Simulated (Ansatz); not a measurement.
The same path of AlCl$_{2}$H (4 atoms, charge 0, multiplicity 1) was run twice with different band settings. Lost on the way: Al1–H2, Al1–Cl3. Made: H2–Cl3.

Computed with Ansatz 0.2.0, RKS r2SCAN-D4/6-31G*.

Relaxed end points:

```xyz
4
Properties=species:S:1:pos:R:3
Al 0.321 0.000 0.340
H 0.088 0.000 1.894
Cl 2.255 0.000 -0.459
Cl -1.297 0.000 -0.986
```

```xyz
4
Properties=species:S:1:pos:R:3
Al -1.499 0.000 0.321
H 2.120 0.000 1.768
Cl 1.857 0.000 0.508
Cl -1.111 0.000 -1.808
```

Common settings: movable images 5; climbing image yes; spring 5.0 eV/Å²; optimiser quadratic models (default); start path through a guess of the saddle point; force threshold 0.05 eV/Å; end points relaxed.

| run | iteration limit |
| --- | --- |
| 1 | 60 |
| 2 | 10 |

Task: What does each run give, and how far can it be trusted?

Result: Run 1: converged after 10 iterations, highest image 3.032 eV above the first end. Neighbouring images differ by up to 2.0 eV, so the band resolves the path poorly. A vibrational analysis at the climbing image gives one clearly imaginary mode, 859i cm⁻¹: a first-order saddle point.
Run 2: converged after 10 iterations, highest image 3.032 eV above the first end. Neighbouring images differ by up to 2.0 eV, so the band resolves the path poorly. Another band between the same ends (5 images) ends at a top of the same energy, where a vibrational analysis finds 1 clearly imaginary mode.
The orbitals stay closed-shell, which can raise the energy where a bond breaks towards radicals; this wasn't checked here.
